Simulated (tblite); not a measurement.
Isomers of C3H2FO (doublet state). Method: GFN2-xTB as coded in tblite; computed harmonic values from a numerical Hessian at the method's own geometry, unscaled. This tight-binding method is rough: wavenumbers can miss measured ones by several per cent, in bad cases by 10 to 20. One conformer each. Open shells enter through the occupations alone, without spin polarisation, and single modes of such species can be off by tens of per cent.

Electronic energies: GFN2-xTB at the same geometries; isomer energies are rough at this level and their order can be wrong.

```csv
SMILES,"electronic energy, lowest = 0 (kcal/mol)"
[H]/[C]=C(/F)C=O,27.6
C=C(F)[C]=O,0.0
O=C/[C]=C\F,17.5
```

**Question.** How do GFN2-xTB zero-point energies change the relative energies?

**Answer.** 
```csv
SMILES,ZPE (kcal/mol),of it from modes above 1550 cm⁻¹,electronic (kcal/mol),"with ZPE, lowest = 0 (kcal/mol)",lowest mode (cm⁻¹),rings
C=C(F)[C]=O,24.2,12.3,0.0,0.0,150,0
O=C/[C]=C\F,23.8,13.0,17.5,17.1,104,0
[H]/[C]=C(/F)C=O,23.9,13.5,27.6,27.3,128,0
```

The zero-point energies span 0.4 kcal/mol, from `O=C/[C]=C\F` to `C=C(F)[C]=O`. The order is unchanged.

**Question.** What do entropy and thermal enthalpy add at 298.15 K and 1 bar (rigid rotor, harmonic oscillator, one conformer each)?

**Answer.** 
```json
{"SMILES": "C=C(F)[C]=O", "point group": "Cs", "symmetry number": "1", "S (cal/(mol K))": "75.2", "H − H(0) (kcal/mol)": "4.08", "ZPE + H − H(0) − TS (kcal/mol)": "5.9"}
{"SMILES": "O=C/[C]=C\\F", "point group": "C1", "symmetry number": "1", "S (cal/(mol K))": "75.0", "H − H(0) (kcal/mol)": "3.93", "ZPE + H − H(0) − TS (kcal/mol)": "5.4"}
{"SMILES": "[H]/[C]=C(/F)C=O", "point group": "Cs", "symmetry number": "1", "S (cal/(mol K))": "73.5", "H − H(0) (kcal/mol)": "3.84", "ZPE + H − H(0) − TS (kcal/mol)": "5.8"}
```

S holds R ln(2S + 1) for the spin.
